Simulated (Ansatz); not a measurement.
# C2F: the cost of one run

Computed with Ansatz 0.2.0, Gaussian basis. Level: def2-QZVPP, all electrons in the functionals, frozen cores in the correlation of double hybrids and RPA.

The runs, in order: wB97M-V, B2PLYP, at charge 0, quartet; charge 0, doublet; charge 0, sextet; charge 1, triplet; charge 1, quintet.

### Step 1. The system

The geometry is a PBE0/def2-TZVP stationary point (not a proven minimum).

3 atoms, charge 0, spin multiplicity 4.

Atoms are counted from 1 here; the program's logs count them from 0.

Bond lengths: C1–C2 1.444 Å, C2–F3 1.292 Å. Angles: C1–C2–F3 117.8°.

Geometry (Å):

```xyz
3
C2F
C     0.0000   -0.2306    1.3824
C     0.0000    0.5040    0.1387
F     0.0000   -0.1728   -0.9617
```

No dispersion term is added; wB97M-V holds VV10 nonlocal correlation.

The geometry shown and the zero of energy belong to the point charge 0, quartet. The yardstick, UCCSD(T), and other wave-function levels (R restricted, U unrestricted, valence and pair active spaces) come from earlier runs.

### Step 2. wB97M-V, charge 0, quartet

in.yaml

```yaml
crystal:
  periodic: [false, false, false]
  atoms:
    - {symbol: C, position_ang: [0.000000, -0.230648, 1.382426]}
    - {symbol: C, position_ang: [0.000000, 0.503978, 0.138719]}
    - {symbol: F, position_ang: [0.000000, -0.172798, -0.961661]}
basis:
  gaussian: {orbitals: "def2-QZVPP.json"}
magnetization: {spin_polarized: true, initial_magnetization: 3}
hamiltonian: {xc: {name: wB97M-V}}
output: {orbitals: {seedname: orbitals}}
```

Started as:

```sh
> ansatz run in.yaml --threads 1 --pin off --events-out ev --progress --plain --max-ram 2393MiB
```

**Question.** How long does this run take on 1 thread of Arm Neoverse V1, shared host, and how much memory does it need?

About 15 s, with a peak of 0.32 GiB.
